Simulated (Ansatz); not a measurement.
# Structure relaxation of AlH

Computed with DFT PBE, scalar-relativistic, plane waves, PAW in Ansatz.

AlH was placed on the sites of a reported ZrSi cell (Cmcm, No. 63), with Al in place of Zr, H in place of Si, at a guessed volume.

Input of the last, converged step (default PAW datasets):

```yaml
crystal:
  lattice:
    - [1.3969962146, -5.3363871661, 0.0]
    - [1.3969962146, 5.3363871661, 0.0]
    - [0.0, 0.0, 2.7352299244]
  atoms:
    - { symbol: Al, position: [0.3507812578, 0.6492187422, 0.25] }
    - { symbol: Al, position: [0.6492187422, 0.3507812578, 0.75] }
    - { symbol: H, position: [0.0856943552, 0.9143056448, 0.25] }
    - { symbol: H, position: [0.9143056448, 0.0856943552, 0.75] }
basis:
  ecutwfc: 420
kpoints:
  mp_grid: { grid: [18, 18, 18] }
hamiltonian:
  xc: pbe
scf:
  occupations: { method: gaussian, width: 0.1 }
output:
  forces: true
  stress: true
  eigenvalues: true
relax:
  adjacent_minimum: "off"
  f_tol: 0.01
  max_steps: 80
  cell: { stress_tol: 0.05 }
```

Launched as:

```bash
ansatz run input.yaml --threads 1 --pin off --max-ram 2560MiB --backend cpu --events-out ev --progress --plain --runs-dir out
```

Time: 2 min on 1 thread of Arm Neoverse V2 (shared host), peak memory 0.65 GiB.

The program printed at the end:

```
SCF converged after 4 iterations
Free energy (F): -1105.340739 eV
Harris-Foulkes:  -1105.340739 eV  (|F-HF|=6.53e-10)
Internal energy: -1105.336749 eV  (E = F + TS)
E sigma→0 (E₀):  -1105.338744 eV
Entropy (-TS):   -0.003990 eV (-0.997 meV/atom)
Fermi energy:    6.888143 eV
--- Per-component energies (eV) ---
  E_band       = 14.667613
  E_kinetic    = 71.834693
  E_local      = -0.936681  (includes V_loc(G=0)·N_el)
  E_nonlocal   = 23.301072
  E_hartree    = 4.847343
  E_xc         = -97.241900
  E_vxc        = -80.977371  (∫ρ·V_xc dr)
  E_paw        = -935.350694  (= ΣΔE_a)
  E_vpaw       = -8.246637  (= ΣTr[D̂ρ^β])
  E_aug_tail   = -0.002146  (compensation charges beyond the density's cutoff)
  E_ewald      = -171.788435
  E_smearing   = -0.003990  (= −TS)
  E_closure    =  0.000000  (closes the sum)
  Σ components = -1105.340739   (vs F -1105.340739, Δ=0.00e0)
--- Forces (eV/Å), atoms counted from 1 ---
  atom   1  Al     0.00000000     0.00133977     0.00000000
  atom   2  Al     0.00000000    -0.00133977     0.00000000
  atom   3  H      0.00000000     0.00123501     0.00000000
  atom   4  H      0.00000000    -0.00123501     0.00000000
  max |Σ_I F_I| component: 2.17e-19 eV/Å
--- Stress (GPa, compression-positive) ---
        0.007499       0.000000       0.000000
        0.000000      -0.016774       0.000000
        0.000000       0.000000      -0.017268
  P = ⅓ Tr σ = -0.0088 GPa (-0.088 kbar)
--- Relaxed structure (6 steps of the walk, 5 accepted, 1 SCFs on fresh bases) ---
  F+E_penalty+E_count = -1105.34073880 eV   max|allowed force component| = 1.340e-3 eV/Å   (the final SCF, on the basis selected at the relaxed cell)
  cell:  # Å, volume = 40.7817 Å³
    - [1.395775, -5.359261, 0.000000]
    - [1.395775, 5.359261, 0.000000]
    - [0.000000, 0.000000, 2.725930]
  atoms:
    - { symbol: Al, position: [0.351958, 0.648042, 0.250000] }
    - { symbol: Al, position: [0.648042, 0.351958, 0.750000] }
    - { symbol: H, position: [0.085706, 0.914294, 0.250000] }
    - { symbol: H, position: [0.914294, 0.085706, 0.750000] }
```

Total energies depend on the potentials used, so only differences within one code and one set of settings carry meaning.

The result has space group Cmcm (No. 63). Al is coordinated by 4 H at 2.06 Å; H has 4 Al at 2.06 Å and 2 H at 2.29 Å.

Against the elements it lies at 0.35 eV/atom. Formation energies are uncorrected and refer to the elements' standard structures at the same level (H₂ as a molecule).

For metals, differences of a few meV/atom aren't resolved. No dispersion correction is applied, so the spacing between layers, chains or molecules is poorly fixed, and with it the volume and density.

Symmetry constrained the relaxation, so the result can be a saddle point.